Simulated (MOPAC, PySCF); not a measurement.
AlCl$_{3}$, SMILES `[Cl][Al]([Cl])[Cl]`, neutral singlet in the gas phase. 

Cartesian coordinates (Å):
```xyz
4

Cl     2.0667    -0.2654    -0.0002
Al     0.0000     0.0000     0.0000
Cl    -0.8035     1.9226     0.0000
Cl    -1.2632    -1.6572     0.0002
```
Charge 0, spin multiplicity 1.

All levels are single points at this geometry (PBE-D3(BJ)/def2-TZVP); Pople sets use spherical d functions. Orbital energies aren't observables, and empty levels follow the basis.

HF/6-31G* in PySCF gives HOMO (eV) = -12.74.

Task: Estimate the HOMO (eV) from each of these levels: PBE-D3(BJ)/def2-TZVP in PySCF; B3LYP/3-21G in PySCF; B3LYP/6-31G* in PySCF; B3LYP/LANL2DZ in PySCF; BP86/6-31G* in PySCF; M06-2X/6-31G* in PySCF; SVWN5/6-31G* in PySCF; HF/STO-3G in PySCF; AM1 in MOPAC; PM3 in MOPAC; PM6 in MOPAC; PM7 in MOPAC.

Result: 
```
level                          HOMO (eV)
-----------------------------  ---------
PBE-D3(BJ)/def2-TZVP in PySCF      -7.96
B3LYP/3-21G in PySCF               -9.40
B3LYP/6-31G* in PySCF              -9.07
B3LYP/LANL2DZ in PySCF             -9.45
BP86/6-31G* in PySCF               -8.06
M06-2X/6-31G* in PySCF            -10.72
SVWN5/6-31G* in PySCF              -8.08
HF/STO-3G in PySCF                -11.12
AM1 in MOPAC                      -12.39
PM3 in MOPAC                      -11.31
PM6 in MOPAC                      -11.48
PM7 in MOPAC                      -11.13
```
